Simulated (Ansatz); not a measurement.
# The cluster B2P+: one molecule under many settings

Aim: run the cluster B2P+ under a spread of inputs, and see what each costs and gives.

The runs use Ansatz 0.2.0, Gaussian basis; the settings change from run to run.

1 further run of the same task is left out (set aside as unsound or not needed). Runs told in other sessions of the task aren't counted.

## (1) The molecule

The geometry comes from an earlier relaxation with r2SCAN-D4 in a triple-zeta def2 set; it is a stationary point.

3 atoms, charge 1, spin multiplicity 1.

Atoms are counted from 1 here; the program's logs count them from 0.

Bond lengths: B1–B2 1.507 Å, B1–P3 1.811 Å, B2–P3 1.811 Å. Angles: B2–B1–P3 65.4°, B1–B2–P3 65.4°, B1–P3–B2 49.2°.

## (2) PBE0/ANO-RCC-VTZP

Set apart from the defaults: density fitting with def2-universal-jkfit, the search for lower states set to light.

File in.yaml:

```yaml
crystal:
  periodic: [false, false, false]
  atoms:
    - {symbol: B, position_ang: [-0.776016, 0.485899, 0.175352]}
    - {symbol: B, position_ang: [-0.230556, -0.720561, -0.544681]}
    - {symbol: P, position_ang: [1.006562, 0.234662, 0.369330]}
basis:
  gaussian: {orbitals: ANO-RCC-VTZP, fitting: {mean_field: def2-universal-jkfit}}
total_charge: 1
hamiltonian: {xc: {name: PBE0}}
scf: {lower_state_search: light}
```

Started as:

```bash
> ansatz run in.yaml --threads 4 --pin off --events-out ev --progress --plain --max-ram 3916MiB
```

The log of the run:

```text
Functional definition: PBE0
  name "PBE0"
  cite "Adamo & Barone, J. Chem. Phys. 110, 6158 (1999) doi:10.1063/1.478522"
  cite "Perdew, Burke & Ernzerhof, Phys. Rev. Lett. 77, 3865 (1996) doi:10.1103/PhysRevLett.77.3865"
  parent pbe
  parameter a = 0.25
  parameter kappa = 0.804
  parameter beta = 0.06672455060314922
  exchange = (1 - a)*pbe_x(kappa = kappa, mu = beta*pi^2/3) + a*exact_x
  correlation = pbe_c(beta = beta)
278 factors; integrals over basis functions are off by at most 9.2e-1 eV
mean field evaluation 1: about -10640.7514 eV, gradient 4.1e1 eV
mean field evaluation 2: about -10641.8289 eV, gradient 3.4e1 eV
mean field evaluation 4: about -10645.3000 eV, gradient 3.8e0 eV
mean field evaluation 8: about -10645.3515 eV, gradient 5.4e-2 eV
mean field evaluation 16: about -10645.3515 eV, gradient 3.8e-5 eV
mean field -10645.35152346 eV, -391.2094528088 hartree, gradient 3.6e-5 eV, S^2 0.000000; 0 other end points of the search recorded, 0 dependent functions left out
reference -10645.35155045 eV, -391.2094538005 hartree; 12, 12 occupied and 82, 82 virtual orbitals, 278 factors
Total energy: -10645.35155045 eV, -391.2094538005 hartree
Relativity: scalar
```

Run time: 0.6 s. Hardware: 4 threads of Arm Neoverse V2, shared host.

## (3) RPBE/def2-mTZVP

This run has D3(BJ) with three-body dispersion.

File in.yaml:

```yaml
crystal:
  periodic: [false, false, false]
  atoms:
    - {symbol: B, position_ang: [-0.776016, 0.485899, 0.175352]}
    - {symbol: B, position_ang: [-0.230556, -0.720561, -0.544681]}
    - {symbol: P, position_ang: [1.006562, 0.234662, 0.369330]}
basis:
  gaussian: {orbitals: def2-mTZVP}
total_charge: 1
hamiltonian: {xc: {name: RPBE}, dispersion: d3bjatm}
scf: {omitted_lower_state_checks: [starts]}
output: {forces: true}
```

Launched as before.

The log of the run:

```text
Functional definition: RPBE
  name "RPBE"
  cite "Hammer, Hansen & Nørskov, Phys. Rev. B 59, 7413 (1999) doi:10.1103/PhysRevB.59.7413"
  cite "Perdew, Burke & Ernzerhof, Phys. Rev. Lett. 77, 3865 (1996) doi:10.1103/PhysRevLett.77.3865"
  parameter kappa = 0.804
  parameter beta = 0.06672455060314922
  exchange = rpbe_x(kappa = kappa, mu = beta*pi^2/3)
  correlation = pbe_c(beta = beta)
these checks for a lower state are left out or cut short: starts
569 factors; their error is unknown
mean field evaluation 1: about -10619.6630 eV, gradient 4.8e1 eV
mean field evaluation 2: about -10611.6654 eV, gradient 6.3e1 eV
mean field evaluation 4: about -10627.3170 eV, gradient 7.1e0 eV
mean field evaluation 8: about -10627.5064 eV, gradient 6.5e-2 eV
mean field evaluation 16: about -10627.5065 eV, gradient 6.2e-5 eV
mean field -10627.50646012 eV, -390.5536588270 hartree, gradient 6.2e-5 eV, S^2 0.000000; 0 other end points of the search recorded, 0 dependent functions left out
the calculation of the forces begins
reference -10627.50649618 eV, -390.5536601519 hartree; 12, 12 occupied and 48, 48 virtual orbitals, 569 factors
Total energy: -10628.24300344 eV, -390.5807262946 hartree
Atom 0 at    -0.776016     0.485899     0.175352 Å, force    -0.431648     0.294017     0.113918 eV/Å
Atom 1 at    -0.230556    -0.720561    -0.544681 Å, force    -0.108822    -0.420018    -0.312228 eV/Å
Atom 2 at     1.006562     0.234662     0.369330 Å, force     0.540470     0.126001     0.198310 eV/Å
Dipole moment:    -0.243796    -0.056837    -0.089454 e Å
Checks for a lower state left out: starts
```

Wall time 0.35 s (4 threads of Arm Neoverse V2, shared host).

Largest force 0.589 eV/Å.

## (4) PBE0/cc-pVTZ

This run has unrestricted orbitals, D4 dispersion.

Changes to in.yaml since step 3:

```diff
@@ -7,5 +7,6 @@
 basis:
-  gaussian: {orbitals: def2-mTZVP}
+  gaussian: {orbitals: cc-pVTZ}
 total_charge: 1
-hamiltonian: {xc: {name: RPBE}, dispersion: d3bjatm}
+magnetization: {spin_polarized: true, initial_magnetization: 0}
+hamiltonian: {xc: {name: PBE0}, dispersion: d4}
 scf: {omitted_lower_state_checks: [starts]}
```

Same command.

The log of the run:

```text
Functional definition: PBE0
  name "PBE0"
  cite "Adamo & Barone, J. Chem. Phys. 110, 6158 (1999) doi:10.1063/1.478522"
  cite "Perdew, Burke & Ernzerhof, Phys. Rev. Lett. 77, 3865 (1996) doi:10.1103/PhysRevLett.77.3865"
  parent pbe
  parameter a = 0.25
  parameter kappa = 0.804
  parameter beta = 0.06672455060314922
  exchange = (1 - a)*pbe_x(kappa = kappa, mu = beta*pi^2/3) + a*exact_x
  correlation = pbe_c(beta = beta)
these checks for a lower state are left out or cut short: starts
708 factors; their error is unknown
mean field evaluation 1: about -10617.5384 eV, gradient 2.9e1 eV
mean field evaluation 2: about -10617.8362 eV, gradient 2.6e1 eV
mean field evaluation 4: about -10622.3746 eV, gradient 2.1e0 eV
mean field evaluation 8: about -10622.4031 eV, gradient 2.1e-2 eV
mean field evaluation 16: about -10622.4829 eV, gradient 1.6e-4 eV
mean field -10622.48289217 eV, -390.3690461096 hartree, gradient 3.1e-6 eV, S^2 0.000000; 0 other end points of the search recorded, 0 dependent functions left out
the calculation of the forces begins
reference -10622.48291553 eV, -390.3690469682 hartree; 12, 12 occupied and 82, 82 virtual orbitals, 708 factors
Total energy: -10622.53388091 eV, -390.3709199112 hartree
Atom 0 at    -0.776016     0.485899     0.175352 Å, force     0.025695    -0.154835    -0.101538 eV/Å
Atom 1 at    -0.230556    -0.720561    -0.544681 Å, force    -0.105862     0.136145     0.072123 eV/Å
Atom 2 at     1.006562     0.234662     0.369330 Å, force     0.080167     0.018689     0.029415 eV/Å
Dipole moment:    -0.288336    -0.067220    -0.105796 e Å
Checks for a lower state left out: starts
```

Wall time 1.8 s (4 threads of Arm Neoverse V2, shared host).

Largest force 0.187 eV/Å, ⟨S²⟩ 0.000.

## (5) r2SCAN0/aug-cc-pVDZ

This run has multiplicity 3, the search for lower states set to off.

File in.yaml:

```yaml
crystal:
  periodic: [false, false, false]
  atoms:
    - {symbol: B, position_ang: [-0.776016, 0.485899, 0.175352]}
    - {symbol: B, position_ang: [-0.230556, -0.720561, -0.544681]}
    - {symbol: P, position_ang: [1.006562, 0.234662, 0.369330]}
basis:
  gaussian: {orbitals: aug-cc-pVDZ}
total_charge: 1
magnetization: {spin_polarized: true, initial_magnetization: 2}
hamiltonian: {xc: {name: r2SCAN0}}
scf: {lower_state_search: off}
```

The command is unchanged.

The log of the run:

```text
Functional definition: r2SCAN0
  name "r2SCAN0"
  cite "Bursch, Neugebauer, Ehlert & Grimme, J. Chem. Phys. 156, 134105 (2022) doi:10.1063/5.0086040"
  cite "Furness, Kaplan, Ning, Perdew & Sun, J. Phys. Chem. Lett. 11, 8208 (2020) doi:10.1021/acs.jpclett.0c02405"
  cite "Furness, Kaplan, Ning, Perdew & Sun, J. Phys. Chem. Lett. 11, 9248 (2020) doi:10.1021/acs.jpclett.0c03077"
  parent r2scan
  parameter a = 0.25
  parameter k0 = 0.174
  parameter k1 = 0.065
  parameter a1 = 4.9479
  exchange = (1 - a)*r2scan_x(k0 = k0, k1 = k1, a1 = a1) + a*exact_x
  correlation = r2scan_c
these checks for a lower state are left out or cut short: stability, starts, cluster_reference, orbital_swaps, neighbouring_geometries, increment
719 factors; their error is unknown
mean field evaluation 1: about -10618.8255 eV, gradient 2.7e1 eV
mean field evaluation 2: about -10613.4476 eV, gradient 3.8e1 eV
mean field evaluation 4: about -10624.4653 eV, gradient 2.5e0 eV
mean field evaluation 8: about -10624.5721 eV, gradient 1.7e-1 eV
mean field evaluation 16: about -10624.6261 eV, gradient 1.1e-3 eV
mean field -10624.62613301 eV, -390.4478087580 hartree, gradient 4.0e-6 eV, S^2 2.175066; 0 other end points of the search recorded, 0 dependent functions left out
reference -10624.62614690 eV, -390.4478092683 hartree; 13, 11 occupied and 60, 62 virtual orbitals, 719 factors
Total energy: -10624.62614690 eV, -390.4478092683 hartree
Checks for a lower state left out: stability, starts, cluster_reference, orbital_swaps, neighbouring_geometries, increment
```

Run time: 1.2 s. Hardware: 4 threads of Arm Neoverse V2, shared host.

⟨S²⟩ 2.175. The spin excess of 0.18 shows a contaminated determinant.

## (6) The runs in one table

```tsv
level	charge	multiplicity	geometry	functions	energy (eV)	time
PBE0/ANO-RCC-VTZP	1	1	relaxed	94	-10645.352	0.6 s
RPBE/def2-mTZVP	1	1	relaxed	60	-10628.243	0.35 s
PBE0/cc-pVTZ	1	1	relaxed	94	-10622.534	1.8 s
r2SCAN0/aug-cc-pVDZ	1	3	relaxed	73	-10624.626	1.2 s
```

## (7) Results

```
                                         quantity                    value
                                             runs                        4
                                         quickest  RPBE/def2-mTZVP, 0.35 s
                                          slowest      PBE0/cc-pVTZ, 1.8 s
spread of total energies, same state and geometry                  22.8 eV
```

In words: Run time spans a factor of 5, from RPBE/def2-mTZVP to PBE0/cc-pVTZ. The jobs differ in tasks and options as well as level. The totals spread over 23 eV; they can't be compared across methods or bases. Some of these runs are scalar-relativistic and others not, which shifts the totals of all-electron atoms past neon by several eV an atom and more; core potentials, where a basis has them, take the core out of the total altogether. At the r2SCAN-D4/def2-TZVP geometry and in the same state, the sound runs without point charges leave forces up to 0.59 eV/Å (RPBE/def2-mTZVP).
